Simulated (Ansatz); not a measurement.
C3H7NO can be A, `CCNC=O`, or B, `CC1(N)CO1`.

Program: Ansatz. Geometries: PBE0-D4/def2-TZVP. ΔE: electronic, gas phase. CBS: MP2 limit from def2 TZ/QZ plus the TZ coupled-cluster correction, frozen cores. DFT in def2-TZVPP. Each species was taken in one conformer, which may not be the lowest.

(1) Which is lower in electronic energy at CCSD(T)/CBS, and by how much? (Estimate.)

(2) Give E(B) − E(A) in kJ/mol with MP2/def2-TZVPP, CCSD(T)/def2-TZVPP, HF/def2-TZVPP, PBE0-D4, r2SCAN-D4, B2PLYP, PBE-D4. (Estimate.)

(3) Does the order hold for the free energy at 298.15 K (harmonic terms from PBE0-D4)? (Best estimate.)

Largest T1 diagnostic: 0.014.

Answers

(1) Computed: A, by 115.6 kJ/mol.

(2) The calculation gave: MP2/def2-TZVPP 114.3, CCSD(T)/def2-TZVPP 116.7, HF/def2-TZVPP 140.2, PBE0-D4 116.1, r2SCAN-D4 121.3, B2PLYP 129.4, PBE-D4 121.0. None reverses the order clearly.

(3) Computed: Yes: G(B) − G(A) = +119.9 kJ/mol, for one conformer each. Modes under 60 cm⁻¹, often nearly free rotors, make the harmonic entropy too high.

From BLYP to BHLYP (50 % exact exchange), in def2-TZVPP and without D4, E(B) − E(A) moves by −9.2 kJ/mol. At CCSD(T), def2-SVP lies +17.4 kJ/mol from the extrapolated value and def2-TZVPP +1.1 kJ/mol.
